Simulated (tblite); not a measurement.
Compound: C4H10NS (doublet state).
Geometry (GFN2-xTB, Å), atoms numbered from 1 in this order:
```
atom  x, y, z in Å
C1     1.9905    0.0518   -0.1870
C2     1.0164   -0.9882    0.3662
N3     0.0076   -0.4054    1.2377
C4    -1.0712    0.3012    0.7662
C5    -1.7422   -0.1176   -0.4972
S6    -1.1339    2.0223    1.1993
H7     2.7063   -0.4200   -0.8549
H8     2.5342    0.5334    0.6231
H9     1.4492    0.8182   -0.7377
H10    0.5072   -1.4970   -0.4535
H11    1.5586   -1.7360    0.9516
H12    0.4118    0.0176    2.0644
H13   -2.7299    0.3385   -0.5562
H14   -1.8580   -1.2002   -0.5080
H15   -1.1879    0.1791   -1.3949
H16   -2.4663    2.1113    1.2368
```

Computed with GFN2-xTB (tblite): harmonic, unscaled wavenumbers at the GFN2-xTB geometry, gas phase. Against measured fundamentals such values can be off by several per cent, at times by over 20. Modes of hydrogen on sulfur can be 10 to 20 % off. One conformer, not necessarily the lowest. Open shells enter through the occupations alone, without spin polarisation, and single modes of such species can be off by tens of per cent.

Harmonic wavenumbers (cm⁻¹): 65.4, 80.4, 174.2, 183.0, 219.8, 264.8, 302.4, 312.4, 393.3, 439.6, 637.8, 683.4, 825.9, 850.3, 914.4, 981.4, 1014.4, 1057.0, 1077.6, 1099.6, 1159.6, 1245.1, 1298.7, 1356.4, 1393.8, 1400.8, 1408.1, 1465.9, 1477.0, 1488.7, 1491.0, 1498.9, 2358.8, 2898.8, 2957.3, 2995.2, 3010.2, 3016.1, 3033.5, 3038.9, 3041.2, 3400.0.

A = 4139, B = 1798, C = 1518 MHz; mass 104.053 u (most abundant isotopes); point group C1, symmetry number 1; spin multiplicity 2.

Q: Zero-point energy?

A: ½Σν̃ = 29006 cm⁻¹ = 82.93 kcal/mol.

Q: What is S at 298.15 K and 1 bar for an ideal gas of classical rigid rotors and harmonic oscillators?

A: Translation 39.86, rotation 27.74, vibration 22.86, spin (R ln 2) 1.38: S = 91.8 cal/(mol K).

Q: And Cp and H(298.15 K) − H(0)?

A: Cp = 31.89 cal/(mol K), of which vibrations give 23.94 (their classical limit is 42 R = 83.5); H(298.15 K) − H(0) = 6.06 kcal/mol without the zero-point energy, 3.69 from vibrations.

Q: Which modes carry the vibrational entropy at 298.15 K?

A: 65.4 cm⁻¹: 4.29; 80.4 cm⁻¹: 3.88; 174.2 cm⁻¹: 2.39; 183.0 cm⁻¹: 2.30; 219.8 cm⁻¹: 1.96; 264.8 cm⁻¹: 1.63 cal/(mol K); the other 36 give 6.42 together.

Q: How do the functions run with temperature in this model?

A: 
```csv
T (K),S (cal/(mol K)),Cp (cal/(mol K)),H − H(0) (kcal/mol),G − H(0) (kcal/mol),ln q(vib)
50,56.7,11.6,0.46,-2.37,0.28
100,66.4,16.9,1.18,-5.46,1.13
373.15,99.6,37.5,8.66,-28.51,6.83
500,111.8,46.0,13.97,-41.93,9.41
750,133.0,58.7,27.17,-72.60,14.31
1000,151.2,67.3,42.98,-108.18,18.88
```

q(vib) and H(0) count from the zero-point level.

Q: Blend soft modes into free rotors: weight 1/[1 + (100 cm⁻¹/ν̃)⁴] for the oscillator and the rest for a rotor with moment μB/(μ + B), μ = h/(8π²ν), B = 10⁻⁴⁴ kg m². What vibrational entropy results?

A: 21.45 cal/(mol K) in place of 22.86, which changes −T·S at 298.15 K by +0.42 kcal/mol.

Hindered rotation and anharmonicity are outside this model. Other conformers, if any are populated, would add a mixing term that is left out. The structure is chiral; the term R ln 2 for an equal mix with its mirror image is left out.
